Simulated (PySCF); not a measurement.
Numbering as in the mapped SMILES `[CH3:1][C:2]1=[C:3]([F:4])[CH2:5]1`. Each H is labelled by its parent atom.

Geometry: PBE0-D3(BJ)/def2-SVP; GIAO absolute shieldings from PySCF, gas phase, non-relativistic, averaged over equivalent atoms.

At PBE0/cc-pVTZ (220 basis functions, 27 s wall time on 1 thread of an Arm Neoverse N1, shared host):
```
atoms  σ (ppm)
   C3     45.0
   C2    108.6
   C5    163.8
   C1    177.8
   F4    331.9
H(C5)    29.39
H(C1)    29.45
```

What do these become at BP86/pcSseg-2?

Results:


| atoms | σ at BP86/pcSseg-2 | change |
| --- | --- | --- |
| C3 | 30.8 | -14.2 |
| C2 | 98.7 | -9.9 |
| C5 | 152.5 | -11.3 |
| C1 | 168.7 | -9.1 |
| F4 | 315.9 | -16.0 |
| H(C5) | 29.22 | -0.17 |
| H(C1) | 29.36 | -0.09 |

The largest change is at F4 (vinylic fluorine). Cost: 250 basis functions, 50 s wall time on 1 thread of an Arm Neoverse N1, shared host. The order of the carbon signals is the same at both levels.
